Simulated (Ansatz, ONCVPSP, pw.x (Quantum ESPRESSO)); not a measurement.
## From atom to crystal: ONCV potential for tungsten (W)

W (Z = 74), optimised norm-conserving Vanderbilt (ONCV), made with ONCVPSP 4.0.1.1 (patched build) (PBE, scalar-relativistic). Core [Kr] 4d10 4f14, reference 5s2 5p6 5d4 6s1 (charge +1). Waves: 5s+6s: rc 1.50 bohr, ncon 3, nbas 7, qcut 7.8 1/bohr, 3 projectors, debl 2.3 Ha; 5p: rc 1.75 bohr, ncon 4, nbas 8, qcut 8.1 1/bohr, 2 projectors, debl 0.4 Ha; 5d: rc 2.80 bohr, ncon 3, nbas 8, qcut 5.6 1/bohr, 2 projectors, debl 3 Ha. Local part: polynomial inside 1.30 bohr (lpopt 5, dvloc0 0 Ha). Core correction: Teter function, fcfact 5.25, rcfact 1.55.

In the p channel the program set the typed energies aside and used -1.864, 0.250 Ha.

Crystal test: bcc W in pw.x 7.5, no spin, 14³ k-points, Fermi–Dirac smearing 0.01 Ry, cutoffs 65/260 Ry. The reference is all-electron LAPW (Ansatz 0.2.0) with the same functional, mesh and smearing; V0 and B0 come from Birch–Murnaghan fits to the pressures at five volumes. Errors are pseudo minus all-electron; Δ is the rms difference of the E(V) curves that follow from these fits, minima aligned, over ±6 % about the mean V0. Mesh and smearing are coarse, so the numbers serve the comparison and aren't converged zero-temperature values; the lattice is a test structure that the element need not adopt.

All-electron: a0 = 3.184 Å (V0 = 16.15 Å³/atom), B0 = 300.6 GPa.

Problem. How far does the potential miss the all-electron equation of state?

Solution. mean pressure error (GPa): -3.11; a0 (Å): 3.173; a0 error (%): -0.35; B0 error (%): -1.2; Δ (meV/atom): 11.1. The largest radius (2.80 bohr) exceeds half the bond length (2.60 bohr), so the spheres overlap, which is one possible source of error among others.

| V (Å³/atom) | P all-electron (GPa) | P pseudo (GPa) |
| --- | --- | --- |
| 15.323 | 17.51 | 13.52 |
| 15.727 | 8.35 | 4.87 |
| 16.130 | 0.30 | -2.75 |
| 16.533 | -6.79 | -9.47 |
| 16.936 | -13.02 | -15.39 |

Problem. At the middle volume, how do free energy and pressure move when the wave cutoff is lowered (ecutrho kept at four times it)?

Solution.

```tsv
cutoff (Ry)	shift of F (meV/atom)	shift of P (GPa)
29	+3186.7	-91.45
39	+545.3	-28.53
52	+20.6	-2.21
```

Input at the middle volume:

```
&control
  calculation='scf', prefix='x', pseudo_dir='./', outdir='./tmp', tstress=.true., disk_io='none'
/
&system
  ibrav=0, nat=1, ntyp=1, ecutwfc=65, ecutrho=260, nbnd=15,
  occupations='smearing', smearing='fd', degauss=0.01
/
&electrons
  conv_thr=1e-09, mixing_beta=0.4, electron_maxstep=70
/
ATOMIC_SPECIES
W 1.0 W.UPF
CELL_PARAMETERS angstrom
  -1.59168867 1.59168867 1.59168867
  1.59168867 -1.59168867 1.59168867
  1.59168867 1.59168867 -1.59168867
ATOMIC_POSITIONS crystal
W 0.0000 0.0000 0.0000
K_POINTS automatic
14 14 14 0 0 0
```

```bash
pw.x < W.scf.in > W.scf.out
```

Lines of the output:

```
Message from routine setup:
     using ibrav=0 with symmetry is DISCOURAGED, use correct ibrav instead
     lattice parameter (alat)  =       5.2098  a.u.
     unit-cell volume          =     108.8506 (a.u.)^3
     number of electrons       =        14.00
     number of Kohn-Sham states=           15
     kinetic-energy cutoff     =      65.0000  Ry
     charge density cutoff     =     260.0000  Ry
     scf convergence threshold =      1.0E-09
     Exchange-correlation= PBE
     number of k points=   104  Fermi-Dirac smearing, width (Ry)=  0.0100
     iteration #  1     ecut=    65.00 Ry     beta= 0.40
     total energy              =    -158.72429370 Ry
     estimated scf accuracy    <       0.69008327 Ry
     iteration #  2     ecut=    65.00 Ry     beta= 0.40
     total energy              =    -158.71271580 Ry
     estimated scf accuracy    <       0.09577935 Ry
     iteration #  3     ecut=    65.00 Ry     beta= 0.40
     total energy              =    -158.73297050 Ry
     estimated scf accuracy    <       0.00115334 Ry
     iteration #  4     ecut=    65.00 Ry     beta= 0.40
     total energy              =    -158.73300940 Ry
     estimated scf accuracy    <       0.00056330 Ry
     iteration #  5     ecut=    65.00 Ry     beta= 0.40
     total energy              =    -158.73312590 Ry
     estimated scf accuracy    <       0.00000106 Ry
     iteration #  6     ecut=    65.00 Ry     beta= 0.40
     total energy              =    -158.73312262 Ry
     estimated scf accuracy    <       0.00000933 Ry
     iteration #  7     ecut=    65.00 Ry     beta= 0.40
     total energy              =    -158.73312402 Ry
     estimated scf accuracy    <       0.00000004 Ry
     iteration #  8     ecut=    65.00 Ry     beta= 0.40
     total energy              =    -158.73312403 Ry
     estimated scf accuracy    <          2.2E-09 Ry
     iteration #  9     ecut=    65.00 Ry     beta= 0.40
     the Fermi energy is    22.2419 ev
!    total energy              =    -158.73312403 Ry
     estimated scf accuracy    <          9.3E-11 Ry
     smearing contrib. (-TS)   =      -0.00244985 Ry
     The total energy is F=E-TS. E is the sum of the following terms:
     one-electron contribution =     -13.93416356 Ry
     hartree contribution      =      15.81339395 Ry
     xc contribution           =     -42.03876349 Ry
     ewald contribution        =    -118.57114109 Ry
     convergence has been achieved in   9 iterations
          total   stress  (Ry/bohr**3)                   (kbar)     P=      -27.48
     Message from routine punch:
     Nothing written, as per user request (disk_io='none')
```

The run at the middle volume (104 k-points, 9 iterations) took about 41 s on one core of a shared host (Neoverse-N1, 64 threads, 124 GiB, load 51).
